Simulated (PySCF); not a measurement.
## Worked example: the barrier

An elementary step of SiNH8F, closed shell (SiH₄ + NH₃ + HF → SiH₃F ([F][SiH3]) + NH₃ + H₂; bonds formed: Si1–F7, H2–H8, H6–N9; bonds broken: Si1–H2, H6–F7, H8–N9). “Start” is the structure reached by relaxing down from the saddle towards the reactants; PBE0-D4/def2-TZVP structures. The saddle:

```xyz
11
angstrom
Si -0.4766 0.9214 -1.1553
H 0.1064 -0.6043 -0.8702
H -0.6738 0.3250 -2.5402
H -0.1012 2.2957 -1.6290
H -1.8588 0.8419 -0.5987
H 0.5998 -0.0450 1.5375
F 0.3785 1.2815 0.3196
H 0.2927 -0.9530 0.1939
N 0.5365 -1.0532 1.3463
H 1.4148 -1.5251 1.5286
H -0.2183 -1.4848 1.8674
```

PySCF 2.14 with density fitting (its default auxiliary sets; JK sets also for MP2 and CCSD(T)); basis: def2-TZVPP and def2-QZVPP; cores frozen in the correlated methods.

Energies in eV:

| quantity | saddle | start |
| --- | --- | --- |
| Hartree–Fock, triple zeta (X = 3) | -12176.98525 | -12178.71141 |
| Hartree–Fock, quadruple zeta (X = 4) | -12177.45397 | -12179.16762 |
| MP2 correlation, X = 3 | -18.32767 | -17.86458 |
| MP2 correlation, X = 4 | -19.74111 | -19.25711 |
| CCSD(T) correlation, X = 3 | -20.04050 | -19.61446 |

Work out the barrier at the basis limit: extrapolate Hartree–Fock as E(X) = E∞ + A exp(−7.88 √X) and the MP2 correlation as E(X) = E∞ + B X^−2.97 (the exponents that Neese and Valeev fitted for def2-TZVPP and QZVPP), then add CCSD(T) − MP2 in triple zeta.

Each step is linear, so take the differences first (saddle − start): Hartree–Fock 1.72616 (X = 3) and 1.71365 (X = 4); MP2 correlation -0.46309 and -0.48400; CCSD(T) correlation -0.42604.
Two points give E∞ = E(4) + w [E(4) − E(3)], with w = 1/(exp(7.88 (2 − √3)) − 1) = 0.1377 for Hartree–Fock and w = 1/((4/3)^2.97 − 1) = 0.7407 for the correlation.
Hartree–Fock: 1.71365 + 0.1377 × (-0.01251) = 1.7119 eV.
MP2 correlation: -0.48400 + 0.7407 × (-0.02091) = -0.4995 eV.
CCSD(T) − MP2: -0.42604 − (-0.46309) = 0.0371 eV.
Sum: 1.7119 + (-0.4995) + 0.0371 = 1.2495 eV, or 28.81 kcal/mol. Plain CCSD(T) in triple zeta gives 1.3001 eV, so the larger basis shifts the result by -0.0506 eV.

T1 diagnostic: at most 0.012.

Labels in which every atom is bracketed show which atoms are joined, not bond orders.

For scale, one of the runs: CCSD(T)/def2-TZVPP, 216 basis functions, launched by `OMP_NUM_THREADS=4 python run.py`. Time: 13 min of wall clock on 4 CPU threads of an Intel Xeon; the host was shared. Peak host memory: 3.2 GiB.
